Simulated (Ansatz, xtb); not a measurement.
# Two isomers of C4H3FS

We compare I, `F/C=C/C=C=S`, a singlet, with II, `C=CC(F)=C=S`, a singlet. Both are isolated molecules in the gas phase, relaxed with r2SCAN-D4/def2-SVP; the shapes shown needn't be the lowest conformers.

I (Å):

```xyz
9

C    -1.0225    1.3108    0.2856
C    -1.3705    0.4599   -0.6944
C    -0.9452   -0.9252   -0.7168
C    -1.2559   -1.8106   -1.6558
F    -1.4297    2.5831    0.2796
S    -1.6147   -2.8600   -2.7540
H    -0.3983    1.0643    1.1516
H    -2.0013    0.8332   -1.5072
H    -0.3120   -1.2988    0.1012
```

II (Å):

```xyz
9

C    -1.7296   -2.7878    1.6624
C    -0.8380   -1.7975    1.8604
C    -1.0271   -0.4543    1.3703
C    -0.1652    0.5559    1.5464
F    -2.1616   -0.2034    0.6824
S     0.8549    1.7134    1.7659
H    -2.6558   -2.6127    1.1095
H    -1.5431   -3.7904    2.0527
H     0.0900   -1.9740    2.4148
```

Energies in hartree; the thermal terms are from r2SCAN-D4/def2-SVP harmonic frequencies (ideal gas, rigid rotor, one conformer each, 298.15 K, 1 atm) and include the zero-point energy:

```
                              I           II
E, CCSD(T)/def2-SVP  −650.680292  −650.669794
    E, MP2/def2-SVP  −650.606906  −650.594684
  E, MP2/def2-TZVPP  −651.255158  −651.242900
  zero-point energy     0.056318     0.056569
       H(298 K) − E     0.063544     0.063712
       G(298 K) − E     0.025546     0.025928
```

Task: Correct the CCSD(T) difference for the basis set by the MP2 change, then work out ΔE, ΔE₀, ΔH and ΔG for I → II in kcal/mol (1 Eh = 627.51 kcal/mol) and the equilibrium ratio [II]/[I].

Result: 1. Differences II − I: CCSD(T) +0.010498, MP2 in the small set +0.012222, MP2 in the large set +0.012258 Eh.
2. ΔE = +0.010498 + (+0.012258 − (+0.012222)) = +0.010534 Eh = +6.61 kcal/mol.
3. ΔE₀ = ΔE + ΔZPE = +0.010534 + (+0.000251) Eh = +6.77 kcal/mol.
4. ΔH = ΔE + (+0.000168) Eh = +6.72 kcal/mol.
5. ΔG = ΔE + (+0.000382) Eh = +6.85 kcal/mol, so ΔS = (ΔH − ΔG)/T = −1.9 J/(mol K).
6. kT = 0.9442 mEh, so K = [II]/[I] = exp(−ΔG/kT) = exp(−11.56) ≈ 9.5 × 10^−6.

Structure I is favoured at this temperature. An error of 1 kcal/mol in ΔG would change K by a factor of 5.4. Mirror images and further conformers aren't counted.

As drawn, both hold the same kinds of bond in the same numbers.

Other levels gave ΔE = +8.9 (GFN2-xTB); +6.1 (HF/STO-3G, GFN2-xTB geometries); +8.1 (r2SCAN-D4/def2-SVP//GFN2-xTB); +8.0 (r2SCAN-D4/def2-SVP); +8.5 (HF/def2-SVP); +7.7 (MP2/def2-SVP); +6.6 (CCSD(T)/def2-SVP) kcal/mol. The correlated steps freeze 10 core orbitals. Programs: Ansatz 0.2.0, xtb 6.7.1.
